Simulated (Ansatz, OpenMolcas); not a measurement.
# P2 (diphosphorus): methods side by side

P2: 2 atoms, total charge 0, spin state singlet. As SMILES, `P#P`. The bond length is the measured one.

| atom | x (Å) | y (Å) | z (Å) |
| --- | --- | --- | --- |
| P | 0.0000 | 0.0000 | 0.0000 |
| P | 0.0000 | 0.0000 | 1.8934 |

Each level gives the energy change with the P1–P2 bond stretched from 1.893 to 4.734 Å (eV). The values are calculated.

| level | kind | program | value (eV) | less FCI/STO-3G |
| --- | --- | --- | --- | --- |
| HF/STO-3G (restricted) | Hartree–Fock | Ansatz | 12.38 | +7.85 |
| PBE/STO-3G (unrestricted) | GGA | OpenMolcas | 6.60 | +2.07 |
| r2SCAN/STO-3G (restricted) | meta-GGA | Ansatz | 11.91 | +7.38 |
| BHLYP/STO-3G (restricted) | global hybrid | Ansatz | 12.48 | +7.95 |
| wB97X/STO-3G (restricted) | range-separated hybrid | Ansatz | 13.34 | +8.81 |
| B2PLYP/STO-3G (restricted) | double hybrid | OpenMolcas | -10.88 | -15.41 |
| MP2/STO-3G (unrestricted) | perturbation theory | Ansatz | 4.71 | +0.18 |
| BCCD(T)/STO-3G (restricted) | coupled cluster or CI | Ansatz | 9.34 | +4.81 |
| CCSD(T)/STO-3G (restricted) | coupled cluster or CI | Ansatz | 9.34 | +4.81 |
| FCI/STO-3G | exact in the basis | OpenMolcas | 4.53 | 0.00 |

FCI/STO-3G is exact within its basis and frozen core, so for wave-function methods in that basis the difference is their error; functionals converge differently with the basis, so for them it is only a difference. A spin-restricted reference rises too steeply as a bond breaks; here HF/STO-3G, r2SCAN/STO-3G, BHLYP/STO-3G, wB97X/STO-3G, BCCD(T)/STO-3G, CCSD(T)/STO-3G lie well above the multireference or unrestricted value. The first shape isn't each level's own minimum. The values span -10.88 to 13.34 eV. Spin contamination of the reference (⟨S²⟩ at least 0.1 too high) touches PBE/STO-3G, MP2/STO-3G. All rows use very small basis sets, so none should be taken for the real molecule's value.
